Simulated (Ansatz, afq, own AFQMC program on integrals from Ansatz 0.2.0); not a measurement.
## Where AFQMC and coupled cluster stand for Zr⁺, quartet

A free Zr cation.

Basis def2-TZVPP with its core potentials. Only valence electrons are correlated. AFQMC by an in-house program on the Cholesky factors that Ansatz 0.2.0 writes for its CCSD(T) run. The CISD trial takes its coefficients from CCSD amplitudes. Released means that phaseless walkers are propagated on without the constraint, phases kept. Uncertainties: one standard error, sampling alone. No spin–orbit coupling. The metal's outer-core s and p shells are frozen, which shifts wave-function levels against functionals.

Determinant: UHF, the one that the program's search chose, which needn't be the lowest solution.

Full CI on the same integrals is exact in this basis and with this determinant's frozen core.

Cautions: no spin-orbit coupling; outer-core shells of the metal frozen.

```
T1 diagnostic                               : 0.0042
weight of the determinant in the CISD state : 0.988
⟨S²⟩ of the determinant                     : 3.755
size of the correlated space                : 3 electrons in 52 orbitals
```

```csv
level,correlation energy (eV)
MP2,-0.3110
CCSD,-0.4115
CCSD(T),-0.4149
```

**Question.** Estimate where AFQMC with the constraint released lies against CCSD(T) on the same integrals.

**Answer.** 1.9 ± 0.6 meV below CCSD(T).

Reference: full CI, correlation energy -0.416 eV. The released energy is read at 4.20 1/Eh (meV from the phaseless value at times in 1/Eh: 5 ± 4 at 0.60, -2.0 ± 2.3 at 1.20, 0.9 ± 0.7 at 2.00, 5 ± 4 at 3.00, 0.9 ± 0.6 at 4.20).

```json
{"level": "CCSD(T)", "E − E(reference) (meV)": "1.2", "share of correlation (%)": "99.70"}
{"level": "ph-AFQMC/CISD", "E − E(reference) (meV)": "-1.5 ± 1.8", "share of correlation (%)": "100.36"}
{"level": "released AFQMC", "E − E(reference) (meV)": "-0.6 ± 0.6", "share of correlation (%)": "100.15"}
```

A walk keeps the symmetry of its determinant, which the program's search chose and which needn't be the lowest solution, so a lower state of the same spin and another symmetry isn't excluded. Released energies are given only where the last usable release times agree within the noise; a slower fall can still hide under it.
